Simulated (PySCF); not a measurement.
# Deuteron quadrupole couplings in methylketene

Methylketene, C3H4O.
Geometry (PBE0-D3(BJ)/def2-SVP, Å), atoms numbered from 1 in this order:
```
atom  x, y, z in Å
C1    -0.904   -0.375   -0.007
C2     0.300    0.487    0.255
C3     1.498    0.262   -0.243
O4     2.560    0.064   -0.677
H5    -0.640   -1.277   -0.577
H6    -1.672    0.169   -0.581
H7    -1.365   -0.703    0.938
H8     0.223    1.374    0.892
```

Level: PBE0/pcSseg-1 (PySCF, non-relativistic); Q(2H) = 0.00286 b; rigid geometry, the same for H and D, with no vibrational averaging.

Problem. Give the electric field gradient Vzz (the principal value of largest size), its asymmetry and the 2H coupling at each hydrogen.

Solution. 
```
atom  bonded to  bond length (Å)  Vzz (au)     η  χzz (kHz)
  H5         C1            1.099    0.2917  0.06        196
  H6         C1            1.102    0.2872  0.03        193
  H7         C1            1.101    0.2887  0.03        194
  H8         C2            1.095    0.3099  0.16        208
```

Problem. A static deuteron (I = 1) shows a doublet split by (3/2)χ, (3/4)χ(1 + η) and (3/4)χ(1 − η) with the field along z, y and x of the gradient. What are these for H7?

Solution. With |χ| = 194.0 kHz and η = 0.033: 291, 150 and 141 kHz, to first order and without motion.

Isolated species at its PBE0-D3(BJ)/def2-SVP geometry, gas phase. With so small a basis the couplings can be 20 % off.

The run behind these numbers computed NMR shieldings as well. Time: 7.1 s. Hardware: x86-64 server, one thread, no GPU, on a shared host.
